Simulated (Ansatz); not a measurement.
A made-up structure of CH₂BS, doublet:

```
5
angstrom
C -0.3399 0.4769 -0.3494
B 0.3938 -0.5525 0.4049
S 1.2006 -1.6843 1.2341
H -0.5082 1.4721 0.0474
H 2.0027 -2.7236 1.5894
```

It is relaxed with PBE-D4/def2-SVP and then PBE0-D4/def2-TZVP (Ansatz 0.2.0). Atoms count as bonded within 1.22 times the sum of their covalent radii (H–H: 0.88 Å). The end point is not checked to be a true minimum.

Problem. Does its bonding change? (Judge from chemistry; the calculation decides.)

Solution. Computed: No: no bond forms or breaks.

Where it ends: The first stage lowers the energy by 2.44 eV in 11 steps. It ends as CH₂BS ([CH][B][SH]):
```xyz
5
angstrom
C -0.1342 0.4466 0.0531
B 0.5654 -0.4681 0.7569
S 1.4721 -1.5684 1.7549
H -0.6889 1.1645 -0.5124
H 1.5347 -2.5861 0.8739
```

Labels in which every atom is bracketed show which atoms are joined, not bond orders.

For scale, one of the runs: PBE0-D4/def2-TZVP relaxation, 111 basis functions, launched by `ansatz run in.yaml --threads 2 --pin off --events-out ev --progress --plain --max-ram 4352MiB`. The run took about 24 s on 2 CPU threads of an Intel Xeon Platinum 8259CL (shared host).
